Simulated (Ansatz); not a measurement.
A Si13P2Pt3Au2 cell: a random packing after short dynamics, relaxed.

```
Si Pt P Au
1.0
     6.71259   -0.14583   -0.15691
    -0.15620    7.00783   -0.01240
    -0.17381   -0.01790    7.26324
Si Pt P Au
13 3 2 2
Direct
  0.61446 0.36278 0.89711
  0.87764 0.55192 0.06494
  0.65219 0.92278 0.22241
  0.14869 0.87400 0.54396
  0.17100 0.38227 0.67792
  0.11860 0.01073 0.23669
  0.23506 0.45710 0.05520
  0.40251 0.62810 0.80960
  0.54164 0.24696 0.39917
  0.84561 0.06483 0.49098
  0.23318 0.91096 0.88491
  0.70207 0.54723 0.34772
  0.90316 0.18483 0.80771
  0.41702 0.13622 0.68568
  0.41444 0.15049 0.09390
  0.89627 0.89295 0.99451
  0.66762 0.85135 0.72509
  0.88661 0.64370 0.60561
  0.37091 0.69751 0.32981
  0.06305 0.35637 0.33950
```

Level of theory: Ansatz 0.2.0, DFT PBE, scalar-relativistic, plane waves, PAW.

Plane waves to 420 eV, a k mesh through Γ of 5×5×5 on the computed 20-atom cell and Gaussian smearing (0.10 eV); no spin polarisation.

**Question.** Describe its local order.

**Answer.** Counting as bonded all pairs within 1.2 times the summed covalent radii:

```csv
atom → neighbour,mean count,mean length (Å),spread (Å)
Au → Au,1.00,3.10,0.00
Au → Si,5.50,2.65,0.13
P → P,1.00,2.31,0.00
P → Pt,1.00,2.56,0.12
P → Si,2.00,2.42,0.10
Pt → P,0.67,2.56,0.12
Pt → Pt,0.67,2.97,0.00
Pt → Si,5.33,2.46,0.07
Si → Au,0.85,2.65,0.13
Si → P,0.31,2.42,0.10
Si → Pt,1.23,2.46,0.07
Si → Si,2.46,2.46,0.04
```

Angles between all pairs of such bonds at an atom (mean ± spread): 101 ± 31° at Au, 106 ± 22° at P, 102 ± 32° at Pt, 105 ± 25° at Si.

**Question.** Does it have a gap?

**Answer.** It has no gap on the mesh. Levels at Γ next to the Fermi level (eV from it): -1.76, -1.57, -1.12, -0.81, -0.51, -0.05, 0.01, 0.53, 0.98, 1.35, 1.65, 1.79. It lies 0.02 eV/atom below the elements' standard states (static lattices, no corrections for gases).

The final mesh leaves forces up to 0.31 eV/Å and stresses up to 0.9 GPa: the relaxation ran on a coarser mesh, so the cell's shape, its bonds and its energy belong partly to that mesh.

Spin-orbit coupling is left out, which matters for the bands of heavy elements.

Cost: 2 runs of about 13 core-minutes in all (earlier runs that led there not counted), on Arm Neoverse V1 (shared hosts).